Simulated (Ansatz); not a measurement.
System (SMILES): [S+]#[C-] (C-S).
Atoms: C1, S2. Bonds: C1-S2.

Basis-set convergence of the optimised C1-S2 bond length at HF with Ansatz (a first-principles code). Cartesian d functions, on some or all atoms, in 6-31G**, 6-311G**, 6-311+G**; all else is spherical. The program fits the integrals of some runs and decomposes those of others, by size. No added dispersion term, no relativity. Reference: the value in pcseg-4, 1.5095 Å, itself unsure by roughly 0.0001 Å (its mean distance from aug-pcseg-3, aug-cc-pV(Q+d)Z, cc-pV(5+d)Z). Deviations are taken from unrounded values.

| basis | functions | optimised C1-S2 bond length (Å) | minus reference (Å) |
|---|---|---|---|
| STO-3G | 14 | 1.5189 | 0.0094 |
| 6-31G | 22 | 1.5692 | 0.0597 |
| pcseg-0 | 22 | 1.5589 | 0.0494 |
| def2-SVP | 32 | 1.5135 | 0.0040 |
| 6-31G** | 34 | 1.5197 | 0.0102 |
| 6-311G** | 45 | 1.5163 | 0.0068 |
| aug-pcseg-1 | 50 | 1.5178 | 0.0083 |
| 6-311+G** | 53 | 1.5155 | 0.0060 |
| 6-311++G(2d,2p) | 62 | 1.5128 | 0.0033 |
| def2-TZVP | 68 | 1.5104 | 0.0009 |
| cc-pV(T+d)Z | 69 | 1.5118 | 0.0023 |
| def2-TZVPP | 73 | 1.5104 | 0.0009 |
| 6-311++G(3df,3pd) | 86 | 1.5104 | 0.0009 |
| cc-pV(Q+d)Z | 119 | 1.5099 | 0.0004 |
| def2-QZVPP | 127 | 1.5098 | 0.0003 |
| def2-QZVPPD | 142 | 1.5096 | 0.0002 |
| aug-pcseg-3 | 174 | 1.5096 | 0.0001 |
| cc-pV(5+d)Z | 191 | 1.5095 | 0.0000 |
